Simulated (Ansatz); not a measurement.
The same path of BF$_{2}$H (4 atoms, charge 0, multiplicity 1) was run twice with different band settings. Lost on the way: B1–H2, B1–F3. Made: H2–F3.

Method: RKS r2SCAN-D4/def2-mTZVP (Ansatz 0.2.0).

Relaxed end points:

```xyz
4
Properties=species:S:1:pos:R:3
B 0.279 0.000 0.205
H 0.220 0.000 1.391
F 1.441 0.000 -0.417
F -0.817 0.000 -0.530
```

```xyz
4
Properties=species:S:1:pos:R:3
B -0.604 0.000 -0.126
H 1.304 0.000 0.530
F 2.209 0.000 0.811
F -1.786 0.000 -0.567
```

Common settings: movable images 7; climbing image yes; spring 5.0 eV/Å²; optimiser quadratic models (default); force threshold 0.03 eV/Å; iteration limit 60; end points relaxed.

| run | start path |
| --- | --- |
| 1 | through a guess of the saddle point |
| 2 | straight line |

(1) What does each run give, and how far can it be trusted?

## Answers

(1) Run 1: converged after 14 iterations, highest image 4.592 eV above the first end. Neighbouring images differ by up to 2.5 eV, so the band resolves the path poorly. A vibrational analysis at the climbing image gives one clearly imaginary mode, 1170i cm⁻¹: a first-order saddle point.
Run 2: converged after 11 iterations, highest image 4.592 eV above the first end. Neighbouring images differ by up to 2.5 eV, so the band resolves the path poorly. Another band between the same ends (7 images) ends at a top of the same energy, where a vibrational analysis finds 1 clearly imaginary mode.
The orbitals stay closed-shell, which can raise the energy where a bond breaks towards radicals; this wasn't checked here.
